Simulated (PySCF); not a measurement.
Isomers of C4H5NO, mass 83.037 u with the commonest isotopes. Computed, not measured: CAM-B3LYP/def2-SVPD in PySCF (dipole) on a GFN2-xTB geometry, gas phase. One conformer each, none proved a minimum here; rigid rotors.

Task: Order these by radius of gyration √(Σ m r²/M), largest first.
A. 2-methyloxazole (`CC1=NC=CO1`)
B. `[O:1]=[CH:2][NH:3][CH:4]1[CH:5]=[CH:6]1` with O1–C2–N3–C4 0°, C2–N3–C4–C5 150°
C. `c1(C)cocn1` (4-methyloxazole)

Result: B (1.788 Å), C (1.526 Å), A (1.502 Å).

Task: Order these by rotational constant B, largest first.
A. `[O:1]=[CH:2][NH:3][CH:4]1[CH:5]=[CH:6]1` with O1–C2–N3–C4 0°, C2–N3–C4–C5 150°
B. `Cc1occn1` (2-methyloxazole)
C. 4-methyloxazole (`Cc1cocn1`)

Result: B (3761 MHz), C (3572 MHz), A (2093 MHz).

Task: Order these by rotational constant C, smallest first.
A. 4-methyloxazole (`CC1=COC=N1`)
B. 2-methyloxazole (`o1c(ncc1)C`)
C. `[O:1]=[CH:2][NH:3][CH:4]1[CH:5]=[CH:6]1` with O1–C2–N3–C4 0°, C2–N3–C4–C5 150°

Result: C (2019 MHz), A (2635 MHz), B (2720 MHz).

| SMILES | point group | Ia (u·Å²) | Ib (u·Å²) | Ic (u·Å²) | κ | μa (D) | μb (D) | μc (D) |
| --- | --- | --- | --- | --- | --- | --- | --- | --- |
| Cc1ncco1 | Cs | 54.58 | 134.37 | 185.81 | -0.68 | 0.00 | 1.32 | 0.00 |
| Cc1cocn1 | – | 53.46 | 141.48 | 191.82 | -0.73 | 0.15 | 1.38 | 0.02 |
| O=CNC1C=C1 | Cs | 39.25 | 241.45 | 250.29 | -0.99 | 3.52 | 2.84 | 0.00 |
